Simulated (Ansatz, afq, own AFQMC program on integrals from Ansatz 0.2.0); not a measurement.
AlSiH3, singlet in cc-pVDZ along one coordinate

```yaml
atoms:
  - { symbol: Si, position_ang: [-1.1719, 0.0063, 0.0220] }
  - { symbol: Al, position_ang: [1.4166, -0.0076, -0.0266] }
  - { symbol: H, position_ang: [-1.7486, 1.3889, 0.0076] }
  - { symbol: H, position_ang: [-1.7365, -0.6584, 1.2401] }
  - { symbol: H, position_ang: [-1.7815, -0.7021, -1.1488] }
```

The Si1–Al2 distance is changed with both sides rigid. Energies in mEh count from this geometry (2.589 Å) at the same level; the start stands on RHF, each point on the determinant named.

Basis cc-pVDZ. Noble-gas cores (and the filled d shells of Ga–Kr and In–Xe) are frozen. Ansatz 0.2.0 and our own AFQMC program on the same integrals; the CISD trial comes from CCSD amplitudes, and released means the phaseless constraint is let go. ± is one standard error of the sampling.

Cautions, each for one point or more: CCSDT(Q) on the RHF determinant differs, by its state or its frozen core; an unrestricted solution with more broken spin lies lower, while this determinant keeps restricted orbitals; cluster runs in doubt by the program's own checks; higher spins were not checked; restricted determinant unstable towards unrestricted; strong correlation; the ph-AFQMC/CISD walk drifts between its halves; unrestricted determinant spin contaminated; walk and cluster series may follow different spin states.

```
r(Si1–Al2) / Å   det.     T1  weight  ⟨S²⟩  B3LYP  CCSD  CCSD(T)
         2.376    UHF  0.016    0.85  0.00    7.1   7.3      7.3
         2.883    RHF  0.014    0.85  pure    5.0   5.8      5.7
         3.570    UHF  0.018    0.84  0.00   36.0  39.4     38.2
         4.829  UHF‡¶  0.023    0.86  0.97  74.8§  77.2     78.7
         6.956  UHF‡¶  0.013    0.87  1.02  84.7§  80.5     82.4
```

**Question.** Estimate the curve of CCSDT(Q), counted from the same start.

**Answer.** 
| r(Si1–Al2) / Å | det. | T1 | weight | ⟨S²⟩ | CCSDT(Q) | ph-AFQMC/CISD | released AFQMC |
| --- | --- | --- | --- | --- | --- | --- | --- |
| 2.376 | UHF | 0.016 | 0.85 | 0.00 | 7.3 | 8.3 ± 0.6 | 7.3 ± 0.7* |
| 2.883 | RHF | 0.014 | 0.85 | pure | 5.6 | 6.4 ± 0.5 | 5.8 ± 0.6* |
| 3.570 | UHF | 0.018 | 0.84 | 0.00 | 37.6 | 39.4 ± 0.6 | 37.2 ± 0.9* |
| 4.829 | UHF‡¶ | 0.023 | 0.86 | 0.97 | 75.9 | 76.8 ± 0.6 | 75.3 ± 0.9* |
| 6.956 | UHF‡¶ | 0.013 | 0.87 | 1.02 | 82.6 | 83.4 ± 0.5 | 82.8 ± 0.6* |

Weight is that of the determinant in the CISD state; at the start T1 is 0.015 and the weight 0.85. ¶ marks points with a poor determinant and no full CI, where no value is sure; they don't count among the departures. An asterisk marks released energies that aren't shown to be converged. A double dagger marks points where the walks on two determinants ended up to 15.3 mEh apart; the lower is shown. § marks a functional whose ⟨S²⟩ is too high by over 0.1. Largest departures from CCSDT(Q), at the points where its series has closed: CCSD(T) 0.6 mEh at 3.570 (on UHF), ph-AFQMC/CISD 1.8 mEh at 3.570 (on UHF), B3LYP -1.6 mEh at 3.570, CCSD 1.7 mEh at 3.570 (on UHF). Functionals count only at points shown to share the start's state and spin. In this small basis the wave-function levels are far from their limit, so their gap to the functionals isn't the functionals' error.

CCSDT and higher add their correlation energy to the determinant of the CCSD(T) run, since their own runs factorise the integrals more tightly (a shift of under 2 meV). A walk keeps the symmetry of its determinant, which the program's search chose and which needn't be the lowest solution, so a lower state of the same spin and another symmetry isn't excluded.
